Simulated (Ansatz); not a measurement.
# SiH4O (silanol) at 6 levels

We compute a comparison of 6 runs (B3LYP/6-31G*, PBE/cc-pVTZ, revPBE/cc-pVTZ, RPA@PBE/cc-pVTZ, CCSD/cc-pVTZ, CCSD(T)/cc-pVTZ) of SiH4O (silanol). 

The calculation is run with Ansatz 0.2.0.

47 further runs of the same task are left out: 47 set aside as unsound or not needed.

## (1) The molecule

The species is SiH4O (6 atoms), meant as a singlet with charge 0. SMILES: `O[SiH3]`. The O1–H3 distance was set to 2.106 Å, away from the relaxed value. At this shape a bond of the SMILES string is far longer than usual.

Bond lengths: O1–Si2 1.648 Å, Si2–H4 1.489 Å, Si2–H5 1.481 Å, Si2–H6 1.489 Å. Angles: O1–Si2–H4 111.7°, O1–Si2–H5 105.9°, O1–Si2–H6 111.7°, H4–Si2–H5 109.9°, H4–Si2–H6 107.9°, H5–Si2–H6 109.9°.

## (2) A single-point energy at B3LYP/6-31G(d) (spherical functions) (run 1)

Contents of job.yaml:

```yaml
crystal:
  periodic: [false, false, false]
  atoms:
    - {symbol: O, position_ang: [1.317795, -0.311646, -0.163819]}
    - {symbol: Si, position_ang: [0.645395, 1.065154, -0.769819]}
    - {symbol: H, position_ang: [0.069100, -1.629200, 0.904700]}
    - {symbol: H, position_ang: [-0.447205, 0.764354, -1.735619]}
    - {symbol: H, position_ang: [1.741595, 1.783554, -1.458419]}
    - {symbol: H, position_ang: [0.078795, 1.921054, 0.308881]}
basis:
  gaussian:
    orbitals: 6-31G_st_-spherical.json
hamiltonian:
  xc: {name: B3LYP}
accuracy: high
output: {orbitals: {seedname: orbitals}}
```

The basis set 6-31G* is read from a file made from the Basis Set Exchange's data (not shown).

Started as:

```bash
$ ansatz run job.yaml --threads 1 --pin off --max-ram 3480MiB --events-out events.jsonl --progress --plain --runs-dir runs
```

The program printed:

```text
Warning: RAYON_NUM_THREADS=1 ignored (pool sized by the plan → 1); use --threads N
Functional definition: B3LYP
  name "B3LYP"
  parameter a0 = 0.2
  parameter ax = 0.72
  parameter ac = 0.81
  exchange = (1 - a0 - ax)*slater_x + ax*b88_x + a0*exact_x
  correlation = (1 - ac)*vwn_rpa_c + ac*lyp_c
859 factors; integrals over basis functions are off by at most 3.2e-9 eV
mean field evaluation 1: about -9974.7313 eV, gradient 6.2e1 eV
mean field evaluation 2: about -9916.0470 eV, gradient 1.5e2 eV
mean field evaluation 4: about -9984.5142 eV, gradient 1.1e1 eV
mean field evaluation 8: about -9985.2152 eV, gradient 9.0e-2 eV
mean field evaluation 16: about -9985.2125 eV, gradient 1.3e-5 eV
mean field -9985.21245972 eV, -366.9497896744 hartree, gradient 9.9e-9 eV, S^2 0.000000; 0 other end points of the search recorded, 0 dependent functions left out
reference -9985.21249705 eV, -366.9497910464 hartree; 13, 13 occupied and 27, 27 virtual orbitals, 859 factors
Total energy: -9985.21249705 eV, -366.9497910464 hartree
```

Run time: 2.1 s. Hardware: 1 thread of Arm Neoverse V1, shared host; peak memory 0.11 GiB.

## (3) The energy at PBE/cc-pVTZ (run 2)

Contents of job.yaml:

```yaml
crystal:
  periodic: [false, false, false]
  atoms:
    - symbol: O
      position_ang: [1.317795, -0.311646, -0.163819]
    - symbol: Si
      position_ang: [0.645395, 1.065154, -0.769819]
    - symbol: H
      position_ang: [0.069100, -1.629200, 0.904700]
    - symbol: H
      position_ang: [-0.447205, 0.764354, -1.735619]
    - symbol: H
      position_ang: [1.741595, 1.783554, -1.458419]
    - symbol: H
      position_ang: [0.078795, 1.921054, 0.308881]
basis:
  gaussian:
    orbitals: cc-pVTZ
magnetization:
  spin_polarized: false
  initial_magnetization: 0
hamiltonian:
  xc: {name: PBE}
accuracy: high
output:
  orbitals: {seedname: orbitals}
```

Started as:

```bash
$ ansatz run job.yaml --threads 1 --pin off --max-ram 3480MiB --events-out events.jsonl --progress --plain --runs-dir runs
```

The program printed:

```text
Warning: RAYON_NUM_THREADS=1 ignored (pool sized by the plan → 1); use --threads N
Functional definition: PBE
  name "PBE"
  parameter kappa = 0.804
  parameter beta = 0.06672455060314922
  exchange = pbe_x(kappa = kappa, mu = beta*pi^2/3)
  correlation = pbe_c(beta = beta)
2044 factors; integrals over basis functions are off by at most 3.1e-9 eV
mean field evaluation 1: about -9967.9814 eV, gradient 7.0e1 eV
mean field evaluation 2: about -9854.8696 eV, gradient 1.8e2 eV
mean field evaluation 4: about -9974.0087 eV, gradient 2.8e1 eV
mean field evaluation 8: about -9979.9411 eV, gradient 9.9e0 eV
mean field evaluation 16: about -9980.2591 eV, gradient 5.5e-8 eV
mean field -9980.25908976 eV, -366.7677566862 hartree, gradient 1.4e-8 eV, S^2 0.000000; 0 other end points of the search recorded, 0 dependent functions left out
reference -9980.25909347 eV, -366.7677568225 hartree; 13, 13 occupied and 107, 107 virtual orbitals, 2044 factors
Total energy: -9980.25909347 eV, -366.7677568225 hartree
```

It took 7.2 s on 1 thread of Arm Neoverse V1, shared host; peak memory 0.28 GiB.

Runs 3 to 5 aren't shown in full; the table further down has their settings and results.

## (4) The energy at CCSD(T)/cc-pVTZ (run 6)

Contents of run.yaml:

```yaml
crystal:
  periodic: [false, false, false]
  atoms:
    - {symbol: O, position_ang: [1.317795, -0.311646, -0.163819]}
    - {symbol: Si, position_ang: [0.645395, 1.065154, -0.769819]}
    - {symbol: H, position_ang: [0.069100, -1.629200, 0.904700]}
    - {symbol: H, position_ang: [-0.447205, 0.764354, -1.735619]}
    - {symbol: H, position_ang: [1.741595, 1.783554, -1.458419]}
    - {symbol: H, position_ang: [0.078795, 1.921054, 0.308881]}
basis:
  gaussian:
    orbitals: cc-pVTZ
correlation:
  method: ccsd_t
  frozen_orbitals: {H: 0, O: 1, Si: 5}
accuracy: high
scf:
  omitted_lower_state_checks: [cluster_reference, increment]
```

Started as:

```bash
$ ansatz run run.yaml --threads 1 --pin off --max-ram 3480MiB --events-out events.jsonl --progress --plain --runs-dir runs
```

The program printed:

```text
Warning: RAYON_NUM_THREADS=1 ignored (pool sized by the plan → 1); use --threads N
[... 13 lines left out ...]
6 core orbitals not correlated: weight in the atoms' cores, before any rotation towards them, 1.000 or more for the frozen orbitals, at most 0.000 for the correlated occupied ones
[... 36 lines left out ...]
WARN: these amplitudes may be one of several solutions (largest doubles amplitude 0.33, level shift 1.15 eV)
Total energy: -9971.34897066 eV, -366.4403158486 hartree
Checks for a lower state left out: cluster_reference, increment
```

It took 38 s on 1 thread of Arm Neoverse V1, shared host; peak memory 1.2 GiB.

## (5) All runs side by side

```
run                               level  frozen core orbitals  energy (Eh)  wall time
  1  B3LYP/6-31G* (spherical functions)                     –  -366.949791      2.1 s
  2                         PBE/cc-pVTZ                     –  -366.767757      7.2 s
  3                      revPBE/cc-pVTZ                     –  -366.922063      7.2 s
  4                     RPA@PBE/cc-pVTZ                     6  -366.642195       17 s
  5                        CCSD/cc-pVTZ                     6  -366.414211       29 s
  6                     CCSD(T)/cc-pVTZ                     6  -366.440316       38 s
```

## (6) Results

| quantity | value |
| --- | --- |
| run 6: total energy | -366.44032 Eh |
| run 6: correlation energy (6 core orbitals frozen) | -484.4 mEh |
| run 6: (T) correction | -26.10 mEh |
| run 6: T1 diagnostic | 0.029 |

In words: Over runs 1, 2, 3 the HOMO–LUMO gap runs from 0.61 eV (PBE/cc-pVTZ) to 2.59 eV (B3LYP/6-31G*). The two ends differ in method and basis. Totals of different functionals can't be ranked against each other. In runs 4, 5, 6 the log says that unrestricted orbitals would lower the reference, so the values rest on an unstable closed-shell determinant (other closed-shell runs at this shape may share the fault). In runs 1, 2, 3, 4, 5, 6 a closed-shell determinant meets a far-stretched bond, which it describes badly. All runs together took 1.7 min, the longest 38 s.
